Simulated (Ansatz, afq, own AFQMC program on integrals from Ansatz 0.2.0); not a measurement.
## Where AFQMC and coupled cluster stand for BNH$_{2}$, singlet

```yaml
atoms:
  - { symbol: B, position_ang: [0.0000, 0.0000, 1.1994] }
  - { symbol: N, position_ang: [0.0000, 0.0000, -0.7406] }
  - { symbol: H, position_ang: [0.0000, 0.8509, -1.2870] }
  - { symbol: H, position_ang: [0.0000, -0.8509, -1.2870] }
```

Connectivity, by distances: B ··· NH2.

Basis cc-pVDZ. Noble-gas cores (and the filled d shells of Ga–Kr and In–Xe) are frozen. AFQMC by an in-house program on the Cholesky factors that Ansatz 0.2.0 writes for its CCSD(T) run. The CISD trial takes its coefficients from CCSD amplitudes. Released means that phaseless walkers are propagated on without the constraint, phases kept. Uncertainties: one standard error, sampling alone.

Determinant: RHF, the one that the program's search chose, which needn't be the lowest solution. The geometry is a point of a scan.

No full CI on the walks' own integrals is used here; CCSDT(Q) serves as the reference and is uncertain by about the last step of the cluster series.

Cautions: higher spins were not checked; restricted determinant unstable towards unrestricted (UHF 32 meV lower, ⟨S²⟩ 0.21); strong correlation (T1 0.035, weight of the determinant 0.85, largest double 0.09).

- T1 diagnostic: 0.0353
- weight of the determinant in the CISD state: 0.846
- size of the correlated space: 10 electrons in 36 orbitals

```json
{"level": "MP2", "correlation energy (eV)": "-6.6079"}
{"level": "CCSD", "correlation energy (eV)": "-7.4293"}
{"level": "CCSD(T)", "correlation energy (eV)": "-7.7182"}
```

**Question.** Estimate where phaseless AFQMC with the Hartree–Fock trial lies against CCSD(T) on the same integrals.

**Answer.** 110.4 ± 88.8 meV below CCSD(T). The gap is under twice the noise, so this walk alone can't tell the two apart.

Reference: CCSDT(Q), correlation energy -7.794 eV. The released energy is read at 2.40 1/Eh (meV from the phaseless value at times in 1/Eh: 46 ± 21 at 0.24, 52 ± 21 at 0.51, 41 ± 25 at 0.99, 46 ± 30 at 1.62, -19 ± 53 at 2.40).

```tsv
level	E − E(reference) (meV)	share of correlation (%)
CCSD(T)	76.0	99.03
CCSDT	39.7	99.49
ph-AFQMC/HF	-34.4 ± 88.8	100.44
ph-AFQMC/CISD	-52.5 ± 27.8	100.67
released AFQMC	-71.4 ± 52.6	100.92
```

A walk keeps the symmetry of its determinant, which the program's search chose and which needn't be the lowest solution, so a lower state of the same spin and another symmetry isn't excluded. Released energies are given only where the last usable release times agree within the noise; a slower fall can still hide under it.
